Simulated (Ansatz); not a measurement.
Reaction (SMILES): C(=[CH])F → 2 C atom + F atom + 2 H atom
B3LYP-D3(BJ)/def2-TZVP geometries, fixed; electronic energies without zero-point terms.

Basis-set convergence of the atomisation energy at CCSD(T) with Ansatz (a program for electronic structure). Cartesian d functions, on some or all atoms, in 6-31G*, 6-31G**; all else is spherical. Cores are frozen. An unrestricted Hartree-Fock determinant is markedly spin-contaminated. Open shells are unrestricted. No added dispersion term, no relativity. Functions are those of the species that has most. Reference: Hartree-Fock in cc-pVQZ plus the correlation part extrapolated as X^-3 from cc-pVTZ and cc-pVQZ, 449.21 kcal/mol, itself unsure by roughly 1.92 kcal/mol (a third of the extrapolation step and of the last Hartree-Fock step). Deviations are taken from unrounded values.

```csv
basis,functions,atomisation energy (kcal/mol),minus reference (kcal/mol)
pcseg-0,31,379.56,-69.65
6-31G*,49,413.80,-35.41
cc-pVDZ,52,410.28,-38.93
def2-SVP,52,429.41,-19.80
pcseg-1,52,418.67,-30.53
6-31G**,55,424.14,-25.07
aug-pcseg-1,87,424.55,-24.66
def2-TZVP,105,434.15,-15.06
def2-TZVPD,132,435.26,-13.94
jun-cc-pV(T+d)Z,145,437.88,-11.33
"6-311++G(3df,3pd)",153,441.33,-7.88
pcseg-3,246,446.24,-2.97
def2-QZVPPD,258,444.82,-4.39
```
